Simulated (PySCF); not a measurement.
**One molecule, many functionals**

Compound: SF4.
InChI=1S/F4S/c1-5(2,3)4

Linear-response calculations in the def2-SVPD basis (PySCF; singlets by full response, triplets Tamm–Dancoff, core orbitals frozen in the response; HF means time-dependent Hartree–Fock). 'Strongest' is the level of largest summed f among the singlets computed (10 roots, of which the last may lack a degenerate partner); it can jump between rows when another state enters that window. S1 is the lowest singlet of each run and needn't be the same state throughout; f(S1) is that of one state. Geometry: PBE0-D3(BJ)/def2-SVP; no solvent, vibrations or thermal averaging.

```tsv
functional	kind	S1 (eV)	f(S1)	strongest (eV)	T1 (eV)	HOMO (eV)	gap (eV)	ionisation energy, ΔSCF (eV)
LDA	LDA	5.87	0.026	5.87	4.64	-8.79	5.09	12.79
PBE	GGA	5.86	0.027	7.25	4.49	-8.58	5.13	12.49
B3LYP	global hybrid, 20% exact exchange	6.34	0.038	9.48	4.72	-10.02	7.24	12.93
PBE0	global hybrid, 25% exact exchange	6.44	0.041	9.70	4.65	-10.22	7.73	12.87
BHandHLYP	global hybrid, 50% exact exchange	6.92	0.057	10.37	4.87	-11.84	10.38	13.13
CAM-B3LYP	range-separated hybrid	6.51	0.044	9.78	4.75	-11.72	10.37	13.10
wB97X-D	range-separated hybrid	6.50	0.042	9.86	4.85	-12.16	11.52	13.00
LC-wPBE	range-separated hybrid	6.53	0.044	9.98	4.64	-12.94	12.90	13.10
HF	Hartree–Fock	7.66	0.089	11.73	4.80	-14.22	15.44	not settled
```

S1 runs from 5.86 eV (PBE) to 7.66 eV (HF), a spread of 1.80 eV, while the orbital gap spreads over 10.3 eV. Along PBE (0%), B3LYP (20%), PBE0 (25%), BHandHLYP (50%), HF (100%) S1 rises with the share of exact exchange. −ε(HOMO) comes closest to its own ΔSCF ionisation energy with LC-wPBE (-0.16 eV) and misses most with LDA (-3.99 eV). 'Not settled' means that the ion's SCF failed to converge or may have ended in another state than the lowest.
